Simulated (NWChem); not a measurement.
**What each level costs for fluorine (F2)**

SMILES: FF
```xyz
2

F      0.0000     0.0000     0.6882
F      0.0000     0.0000    -0.6882
```
Charge 0, spin multiplicity 1.

Program: NWChem. All single points use one geometry, from PBE0/def2-SVP, a minimum by its harmonic frequencies.

Basis set: cc-pVQZ (110 functions). Each entry is one whole single-point run; the coupled-cluster runs use the TCE module, and the SCF and DFT modules converge to different thresholds.

The correlated methods keep 2 core orbitals frozen. B3LYP has NWChem's definition, with VWN1-RPA local correlation.

**Question.** Roughly how much processor time does each of these take, relative to RHF: MP2, RI-MP2, B2PLYP, PBE, B3LYP, BP86, CR-CCSD(T)?

**Answer.** BP86 about the same, within a factor of 3; B3LYP about the same, within a factor of 3; RI-MP2 about the same, within a factor of 3; PBE about the same, within a factor of 3; B2PLYP about the same, within a factor of 3; MP2 about the same, within a factor of 3; CR-CCSD(T) about 30 (rough ratios from shared machines).
